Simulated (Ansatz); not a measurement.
We consider 1T (CdI2-type) CdI2, described by PBEsol (plane waves, PAW; Ansatz, a program for electronic structure).

Numerical settings: plane-wave cutoff 520 eV, 12×12×6 k mesh (along the axes of the cell as run), Fermi–Dirac smearing 0.01 eV, scalar-relativistic PAW data made under PBE.

Response to compression and expansion:

Shape and atoms are relaxed at each volume.

| V (Å³/atom) | P (GPa) | direct gap at Γ (eV) | smallest gap on the k mesh (eV) | c (Å) |
|---|---|---|---|---|
| 34.420 | 0.52 | 2.603 | 2.272 | 6.771 |
| 35.137 | 0.22 | 2.586 | 2.307 | 6.868 |
| 35.854 | 0.00 | 2.566 | 2.319 | 6.974 |
| 36.572 | -0.14 | 2.556 | 2.332 | 7.085 |
| 37.289 | -0.22 | 2.555 | 2.343 | 7.211 |

The fundamental gap (2.29 eV at the equilibrium volume, with added k points) lies elsewhere than Γ–Γ.

Note: the cell comes from a level without a dispersion term, which matters for the spacing of layers, chains or molecules; the bulk modulus comes from volumes at which shape and atoms were relaxed; the cell has widely spaced layers and the level no dispersion term, so their spacing and the moduli can rest on weak binding.

Spin–orbit coupling is not included; with these elements it can move the gap by several tenths of an eV or more.
